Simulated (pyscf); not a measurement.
`[CH3][CH3]` + `[OH][SiH2][O][SiH3]` → `[CH3][CH2][O][SiH3]` + `[OH][SiH3]` (four-centre exchange; singlet surface; C–H, O–Si broken, C–O, H–Si formed). PySCF, gas phase, ωB97X-D3(BJ)/def2-SVP geometries. Energies in kcal/mol from the separated reactants.

| level | barrier | reaction energy |
|---|---|---|
| ωB97X-D3(BJ)/def2-TZVP | 111.7 | +50.5 |
| PBE/def2-TZVP | 100.6 | +48.1 |
| PBE0-D3(BJ)/def2-TZVP | 106.5 | +49.2 |
| M06-2X/def2-TZVP | 114.5 | +51.5 |
| ωB97M-D3(BJ)/def2-TZVP | … | +50.6 |
| HF/def2-TZVP | … | … |

Task: What belongs in the gaps?

Result: 
- ωB97M-D3(BJ)/def2-TZVP, barrier: 110.7
- HF/def2-TZVP, barrier: 138.5
- HF/def2-TZVP, reaction energy: +52.2

The functionals in the table span 13.9 kcal/mol in this barrier, from PBE to M06-2X. On the product side the descent ends in a complex (not fully relaxed), 4.6 kcal/mol under the separated species and 65.8 kcal/mol under the saddle at ωB97X-D3(BJ)/def2-TZVP. The same reactants have a lower exit, to CH₃• + CH₃• + HO–SiH₂–O–SiH₃ (no saddle counted: cutting one bond costs +98.1 kcal/mol at ωB97M-D3(BJ), against +110.7 kcal/mol here). H₃C–CH₂–O–SiH₃ lies 18.1 kcal/mol over its isomer H₃C–CH₂–SiH₂–OH (electronic energy, ωB97M-D3(BJ)). One saddle was located; it need not be the lowest between these sides.
